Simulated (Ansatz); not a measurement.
**Relaxing Cd₂Br**

Method: DFT PBE, scalar-relativistic, plane waves, PAW in Ansatz. Cutoff 420 eV, Γ-centred k mesh, Gaussian smearing, no spin polarisation in the final step.

Cd₂Br was placed on the 3R molybdenite structure type (R3m, No. 160), with Br in place of Mo, Cd in place of S, at a guessed volume.

```yaml
crystal:
  lattice:
    - [1.75295, 1.01207, 6.78717]
    - [-1.75295, 1.01207, 6.78717]
    - [0.00000, -2.02414, 6.78717]
  atoms:
    - { symbol: Cd, position: [0.74840, 0.74840, 0.74840] }
    - { symbol: Cd, position: [0.58490, 0.58490, 0.58490] }
    - { symbol: Br, position: [0.00000, 0.00000, 0.00000] }
```

Cell and atoms relax at zero pressure; the relaxation can't lower the symmetry of the start. After a coarse first stage the cell is made exact in the group found at 0.06 Å.

Energies over the elements count from the elements' standard structures at the same level, with no empirical corrections.

**Question.** Describe the relaxed structure.

**Answer.** It keeps R3m (No. 160), but not the shape of the type it started on. Conventional cell: a = 4.023 Å, c = 18.198 Å. Around Cd on Wyckoff site a (1 atom of the primitive cell) lie 3 Cd at 2.94 Å and 3 Br at 3.08 Å; around Cd on Wyckoff site a (1 atom of the primitive cell) lie 3 Cd at 2.94 Å and 3 Br at 3.22 Å; Br is coordinated by 6 Cd at 3.08–3.22 Å.

```
Cd Br
1.0
     2.01135    1.16126    6.06587
    -2.01135    1.16126    6.06587
     0.00000   -2.32251    6.06587
Cd Br
2 1
Direct
  0.78189 0.78189 0.78189
  0.54763 0.54763 0.54763
  0.00378 0.00378 0.00378
```

**Question.** What are its volume, energy, density and gap?

**Answer.** The volume per atom is 28.34 Å³ and the density is 5.95 g/cm³. The energy over the elements is -0.27 eV/atom and the gap on the 12×12×12 mesh is 0 eV (a metal).

The final run used a 12×12×12 mesh on its 3-atom cell and 0.10 eV smearing. The k mesh leaves about 4 meV/atom of noise in metals. Symmetry constrained the relaxation, so the result can be a saddle point.

Cost: 3 runs of about 1.6 core-minutes in all, on Intel Xeon 6975P-C (Granite Rapids) (shared hosts).